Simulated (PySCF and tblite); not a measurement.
The numbers below are computed, except where a source is named.
System: C4H4F2, numbered as in [CH2:1]=[C:2]([F:3])[C:4](=[CH2:5])[F:6].

Level: BP86/pcSseg-1 + D3(BJ) on PBE0-D3(BJ)/def2-SVP stationary points, with GFN2-xTB thermal terms. Rates follow Eyring's equation with the number of equivalent paths and no tunnelling. Run with tblite and PySCF.

(1) Estimate the barrier and the room-temperature rate of the rotation about the C2–C4 bond (torsion C1–C2–C4–C5 from -180° to 33°, rising).

Results:

(1) The electronic barrier is 7.4 kcal/mol and ΔG‡(298 K) 7.6 kcal/mol, over a C2 saddle with an imaginary mode of 68i cm⁻¹ (GFN2-xTB). With 2 equivalent paths, k is 3.5×10⁷ s⁻¹, a mean lifetime of the start of 29 ns against this motion. The end lies 3.9 kcal/mol above the start in free energy.
